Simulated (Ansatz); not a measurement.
Mulliken charges of `F/C=C(\F)Cl` from r2SCAN/def2-TZVPP in Ansatz (PBE0-D4/def2-TZVP geometry).

```tsv
atom	x (Å)	y (Å)	z (Å)	charge (e)
F1	0.147	-1.085	1.452	-0.181
C2	-0.051	0.002	0.712	0.076
C3	0.061	-0.044	-0.607	0.206
F4	0.371	-1.150	-1.256	-0.157
Cl5	-0.181	1.313	-1.603	-0.052
H6	-0.304	0.899	1.256	0.109
```

By hand: the dipole of these point charges (1 e Å = 4.8032 D).

Σ q r = (-0.100, 0.398, 0.084) e Å, of length 0.419 e Å = 2.01 D.

How does the dipole of the full density compare? (Estimate.)

The calculation gave: (-0.069, 0.265, 0.086) e Å, 1.38 D; the point charges give 1.46 times that, at 6° from its direction.

Point charges leave out the atoms' own dipoles, such as those of lone pairs, and Mulliken's split depends on the basis, so the two needn't agree.
